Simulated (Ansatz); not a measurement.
# Lattice constant a of diamond and zinc-blende semiconductors: measurement against PBE

Computed values from Ansatz (plane waves, PAW); cells keep the symmetry of their structure type. Ansatz (a program for electronic structure) is a plane-wave DFT program; potentials: the later of its two PAW sets. Static lattice, each level relaxed to under 0.1 GPa.

Here x stands for PBE a and y for measured a.

```
solid  PBE a (Å)  measured a (Å)  basis of the measured value
-----  ---------  --------------  ---------------------------
C          3.572           3.553    0 K, zero-point corrected
SiC        4.380           4.346    0 K, zero-point corrected
AlP        5.508           5.451    0 K, zero-point corrected
GaAs       5.744           5.640    0 K, zero-point corrected
InP        5.959           5.858    0 K, zero-point corrected
InAs       6.186               ?    0 K, zero-point corrected
```

Taking a straight line for y over the 5 complete rows: With u = x - 5.0, the rows have u = -1.4280, -0.6200, 0.5080, 0.7440, 0.9590. Means: u 0.032600, y 4.9696. About the means, the sum of products is 4.0048 and the sum of squares of u is 4.1496; the slope is their ratio. Least squares gives y = 4.9381 + 0.96513·u. Residuals (row less fit): -0.0069, 0.0063, 0.0226, -0.0162, -0.0057; standard error 0.0172 (degrees of freedom: 3). The slope is 0.965 with a standard error of 0.0085. Before the fit, PBE less measured has mean 0.0630, mean absolute 0.0630 and median absolute 0.0570 Å over these 5 rows.

Q: Predict the withheld y at x = 6.186 from the fit, and compare with measurement.

A: u = 1.1860, so y = 4.9381 + 0.96513 × 1.1860 = 6.0827 Å. The measured value is 6.047 Å, 0.0357 Å below the prediction (1.4 % of the range of y in the table). The row lies outside the fitted rows, so this is an extrapolation. From the scatter of the fitted rows alone, a prediction at this place has a standard error of 0.0213 Å, so the miss is 1.7 times that.

Plain PBE misses this row by 0.139 Å. The rows are a random draw of 6 from the 12 solids that have both values on this basis (zero-point corrected by the source), of 31 computed in this series. Not drawn: V to Ni and open 4f shells, rows kept for tests, unfit runs, cells that left their space group, values derived or compiled from fits, values whose temperature is given only as extrapolated, encyclopaedia, home-page and unnamed sources, sources from 2025 on, cells with moments, not at rest, warned of a lower state, or off the usual phase with no note on it here. Measured values as quoted by these papers, many of them computational: C Daniel Mejia-Rodriguez et al., Physical Review B (2018), arXiv:1807.09216; SiC Daniel Mejia-Rodriguez et al., Physical Review B (2018), arXiv:1807.09216; AlP Daniel Mejia-Rodriguez et al., Physical Review B (2018), arXiv:1807.09216; GaAs Daniel Mejia-Rodriguez et al., Physical Review B (2018), arXiv:1807.09216; InP Daniel Mejia-Rodriguez et al., Physical Review B (2018), arXiv:1807.09216; InAs Daniel Mejia-Rodriguez et al., Physical Review B (2018), arXiv:1807.09216.
